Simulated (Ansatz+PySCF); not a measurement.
## singlet LiH₂F in separate pieces: levels of theory in one basis

```xyz
4

Li    0.0000    0.0000   -0.3995
H     0.0000    0.0000    1.1984
H    10.0000    0.0000   -0.8282
F    10.0000    0.0000    0.0920
```

Basis set: STO-3G (spherical functions). Frozen core: 1 orbital. Charge 0, multiplicity 1.

Computed with Ansatz (development build ahead of 0.2.0); each method stands on the lowest determinant of its kind that the runs found. NEVPT2 correlates all electrons. Active spaces start from the frontier orbitals, and the lowest solution found is given.

```csv
method,E − E(RHF) (eV),<S²> of the determinant
RHF,0.00,0.00
RHF-CCSD,-1.27,–
RHF-CCSD(T),-1.27,–
full CI (lowest root of this spin),-1.27,–
"CASSCF(4,4)",-1.18,–
"SC-NEVPT2(4,4)",-1.23,–
```

(1) What does RHF-MP2 give on the same scale?

(2) Is a single determinant a sound starting point here?

Answers

(1) -0.83 eV.

(2) By this sign, yes. Unrestricted orbitals gain 0.00 eV and <S²> is 0.00 against 0.00 for a pure state. The CASSCF(4,4) natural occupations are 1.97, 1.96, 0.04, 0.03.

Caution for CASSCF(4,4), SC-NEVPT2(4,4): other starts end on other solutions of this active space.
